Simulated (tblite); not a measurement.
# CH2O3: the cost of one run

Programs: tblite 0.8.0 and PySCF 2.14.0. All values are calculated, for the isolated system unless a continuum is named. Atoms count from 0, parts from 1.

## 1. Starting point

6 atoms, charge 0, multiplicity 1; geometry: rigid parts in contact. Parts: 1 = atoms 0–2, `O=C=O`, charge 0; 2 = atoms 3–5, `O`, charge 0.

## 2. Search for minima with GFN2-xTB

Job settings and geometry (Å):

```
{"job": {"kind": "dock", "xc": "GFN2-xTB", "basis": "xTB"}, "charge": 0, "multiplicity": 1, "parts": [{"atoms": "0-2", "charge": 0, "multiplicity": 1}, {"atoms": "3-5", "charge": 0, "multiplicity": 1}]}
O      1.123546    -0.213453    -0.001791
C      0.000046     0.000228    -0.000228
O     -1.123592     0.213225     0.002019
O     -1.108261    -0.891161    -2.691419
H     -0.817139    -0.180893    -3.266566
H     -1.712745    -0.509191    -2.052049
```

Method: GFN2-xTB search for minima from random contacts, gas phase.

Started as:

```console
> OMP_NUM_THREADS=1 python cluster_run.py task.json out
```

This one command runs all jobs of the session in turn.

**Question.** How long does this first job take on 1 thread of Arm Neoverse N1, shared host?

About 4.6 s.
